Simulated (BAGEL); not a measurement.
# NO+ (nitrosonium): RI-MP2/aug-cc-pVTZ (density fitting with qzvpp-jkfit)

What is the energy change on altering one bond length of NO+ (nitrosonium) at RI-MP2/aug-cc-pVTZ (density fitting with qzvpp-jkfit)? 

Program for the calculation: BAGEL 1.2.2.

2 further runs of the same task are left out: 2 set aside as unsound or not needed. Runs told in other sessions of the task aren't counted.

### Step 1. The structure to begin with

NO+ has 2 atoms, charge +1, and is taken as a singlet. SMILES: `N#[O+]`. Geometry: the measured bond length.

Bond lengths: N1–O2 1.063 Å.

### Step 2. A single-point energy at RI-MP2/aug-cc-pVTZ (density fitting with qzvpp-jkfit)

File job.json:

```json
{ "bagel": [

{
  "title": "molecule",
  "basis": "aug-cc-pvtz.json",
  "df_basis": "qzvpp-jkfit",
  "angstrom": true,
  "geometry": [
    { "atom": "N", "xyz": [    0.000000,    0.000000,    0.000000 ] },
    { "atom": "O", "xyz": [    0.000000,    0.000000,    1.063220 ] }
  ]
},
{
  "title": "hf",
  "charge": 1
},
{
  "title": "mp2",
  "charge": 1,
  "ncore": 2
}

]}
```

The basis set aug-cc-pVTZ is read from a file made from the Basis Set Exchange's data (not shown).

Started as:

```sh
$ BAGEL_NUM_THREADS=1 BAGEL job.json > job.out
```

The program printed:

```text
* using 1 threads per process

  ===============================================================
  ===============================================================

  *** Geometry ***

  { "atom" : "N", "xyz" : [      0.000000,      0.000000,      0.000000 ] },
  { "atom" : "O", "xyz" : [      0.000000,      0.000000,      2.009195 ] },

  Number of auxiliary basis functions:      154

  Since a DF basis is specified, we compute 2- and 3-index integrals:
    o Being stored without compression. Storage requirement is 0.010 GB

  Number of basis functions:       92
  Number of electrons      :       15

    * METHOD: MOLECULE                             0.07

  *** RHF ***

  === Nuclear Repulsion ===
    27.8718645224

      * DIIS with orbital gradients will be used.

  === RHF iteration (aug-cc-pvtz.json) ===
      0       -128.93265580          0.01198882           0.01
      1       -128.95683586          0.00726146           0.01
      2       -128.96476804          0.00257998           0.01
      3       -128.96611294          0.00033182           0.02
      4       -128.96614150          0.00004857           0.02
      5       -128.96614230          0.00000876           0.02
      6       -128.96614235          0.00000271           0.02
      7       -128.96614235          0.00000028           0.02
      8       -128.96614235          0.00000008           0.02
      9       -128.96614235          0.00000004           0.02
     10       -128.96614235          0.00000001           0.02
    * SCF iteration converged.

    * Permanent dipole moment:
           (   -0.000000,    -0.000000,     0.253278) a.u.

    * METHOD: HF                                   0.29

  *** RHF ***

  === Nuclear Repulsion ===
    27.8718645224

      * DIIS with orbital gradients will be used.

  === RHF iteration (aug-cc-pvtz.json) ===
      0       -128.96614235          0.00000001           0.01
    * SCF iteration converged.

    * Permanent dipole moment:
           (   -0.000000,    -0.000000,     0.253278) a.u.

  === DF-MP2 calculation ===

    * freezing 2 orbitals
    * 3-index integral transformation done
    * assembly done

      MP2 correlation energy:   -0.4102564992      0.01

      MP2 total energy:       -129.3763988511

    * METHOD: MP2                                  0.05

  ===============================================================
```

It took 0.76 s on 1 thread of Intel Xeon Platinum 8259CL at 2.50GHz (Skylake/Cascade Lake), shared host; peak memory 0.08 GiB.

### Step 3. The distorted shape at the same level

File input.json:

```json
{ "bagel" : [

{
  "title" : "molecule",
  "basis" : "aug-cc-pvtz.json",
  "df_basis" : "qzvpp-jkfit",
  "angstrom" : true,
  "geometry" : [
    { "atom" : "N", "xyz" : [       0.000000,       0.000000,      -0.159480 ] },
    { "atom" : "O", "xyz" : [       0.000000,       0.000000,       1.063220 ] }
  ]
},

{
  "title" : "hf",
  "charge" : 1
},

{
  "title" : "mp2",
  "charge" : 1,
  "ncore" : 2
}

]}
```

The basis set aug-cc-pVTZ is read from a file made from the Basis Set Exchange's data (not shown).

Started as:

```sh
$ BAGEL_NUM_THREADS=1 BAGEL input.json > input.out
```

The program printed:

```text
* using 1 threads per process

  ===============================================================
  ===============================================================

  *** Geometry ***

  { "atom" : "N", "xyz" : [      0.000000,      0.000000,     -0.301374 ] },
  { "atom" : "O", "xyz" : [      0.000000,      0.000000,      2.009195 ] },

  Number of auxiliary basis functions:      154

  Since a DF basis is specified, we compute 2- and 3-index integrals:
    o Being stored without compression. Storage requirement is 0.010 GB

  Number of basis functions:       92
  Number of electrons      :       15

    * METHOD: MOLECULE                             0.06

  *** RHF ***

  === Nuclear Repulsion ===
    24.2364633986

      * DIIS with orbital gradients will be used.

  === RHF iteration (aug-cc-pvtz.json) ===
      0       -128.80949457          0.01731679           0.01
      1       -128.80223499          0.01987157           0.01
      2       -128.86870709          0.00317402           0.01
      3       -128.87104527          0.00053862           0.01
      4       -128.87116349          0.00011901           0.01
      5       -128.87117281          0.00004047           0.01
      6       -128.87117421          0.00001187           0.01
      7       -128.87117434          0.00000119           0.01
      8       -128.87117434          0.00000042           0.01
      9       -128.87117434          0.00000015           0.01
     10       -128.87117434          0.00000002           0.01
     11       -128.87117434          0.00000001           0.01
    * SCF iteration converged.

    * Permanent dipole moment:
           (   -0.000000,    -0.000000,     0.458245) a.u.

    * METHOD: HF                                   0.21

  *** RHF ***

  === Nuclear Repulsion ===
    24.2364633986

      * DIIS with orbital gradients will be used.

  === RHF iteration (aug-cc-pvtz.json) ===
      0       -128.87117434          0.00000001           0.01
    * SCF iteration converged.

    * Permanent dipole moment:
           (   -0.000000,    -0.000000,     0.458245) a.u.

  === DF-MP2 calculation ===

    * freezing 2 orbitals
    * 3-index integral transformation done
    * assembly done

      MP2 correlation energy:   -0.4753705318      0.01

      MP2 total energy:       -129.3465448682

    * METHOD: MP2                                  0.04

  ===============================================================
```

It took 0.63 s on 1 thread of Intel Xeon Platinum 8259CL at 2.50GHz (Skylake/Cascade Lake), shared host; peak memory 0.14 GiB.

### Step 4. Summary of results

Level: RI-MP2/aug-cc-pVTZ (density fitting with qzvpp-jkfit), 2 core orbitals frozen.

| quantity | value |
| --- | --- |
| first shape: total energy | -129.37640 Eh |
| first shape: correlation energy (2 core orbitals frozen) | -410.3 mEh |
| distorted shape: total energy | -129.34654 Eh |
| distorted shape: correlation energy (2 core orbitals frozen) | -475.4 mEh |
| energy change with the N1–O2 bond stretched from 1.063 to 1.223 Å | 0.812 eV |

**Reading.** With the N1–O2 bond stretched from 1.063 to 1.223 Å the energy rises by 0.81 eV (78.4 kJ/mol). The first shape isn't relaxed at this level, so the change isn't measured from a minimum.
